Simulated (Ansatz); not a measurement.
Species: CH4N, charge 0, doublet. CH4N (SMILES [CH2]N, doublet).
B3LYP-D3(BJ)/def2-TZVP minimum from Ansatz (an electronic-structure program):
```xyz
6

C      0.1231     0.7206    -0.0043
N     -0.0884    -0.6546     0.0035
H     -0.4969    -1.0305     0.8459
H     -0.5248    -1.0357    -0.8225
H      0.4664     1.1652     0.9184
H      0.4354     1.1594    -0.9407
```
Charge 0, spin multiplicity 2.

Total energies in hartree (Ansatz). Radicals and triplets start from unrestricted determinants; spin-orbit coupling is neglected. Cores are frozen in correlated methods. No relativity. Where a partner has so few electrons that a lower coupled-cluster level is exact, that level stands in.

| species | HF/cc-pVTZ | CCSD(T)/cc-pVTZ | HF/cc-pVQZ | CCSD(T)/cc-pVQZ | CCSDT(Q)/cc-pVTZ |
|---|---|---|---|---|---|
| 1: CH4N (SMILES [CH2]N, doublet) | -94.63037 | -95.03819 | -94.63793 | -95.06838 | -95.03925 |
| 2: C (triplet) | -37.69157 | -37.78076 | -37.69331 | -37.78654 | -37.78126 |
| 3: N (quartet) | -54.40069 | -54.51471 | -54.40372 | -54.52482 | -54.51507 |
| 4: H (doublet) | -0.49981 | -0.49981 | -0.49995 | -0.49995 | -0.49981 |

**Question.** Work out the atomisation energy (electronic, to ground-state atoms) in kcal/mol: take Hartree-Fock from cc-pVQZ, extrapolate the CCSD(T) correlation energy as X^-3 (X = 3, 4), and add CCSDT(Q) - CCSD(T) in cc-pVTZ. 1 hartree = 627.51 kcal/mol.

**Answer.** 
Species 1: correlation (64·(-0.43045) - 27·(-0.40782))/37 = -0.44696; step -0.00106; E1 = -94.63793 + (-0.44696) + (-0.00106) = -95.08595
Species 2: correlation (64·(-0.09323) - 27·(-0.08919))/37 = -0.09618; step -0.00050; E2 = -37.69331 + (-0.09618) + (-0.00050) = -37.78999
Species 3: correlation (64·(-0.12110) - 27·(-0.11402))/37 = -0.12627; step -0.00036; E3 = -54.40372 + (-0.12627) + (-0.00036) = -54.53035
Species 4: correlation (64·(0.00000) - 27·(0.00000))/37 = 0.00000; step +0.00000; E4 = -0.49995 + (0.00000) + (+0.00000) = -0.49995
-1·E1 +1·E2 +1·E3 +4·E4 = 0.76581 hartree = 480.6 kcal/mol.
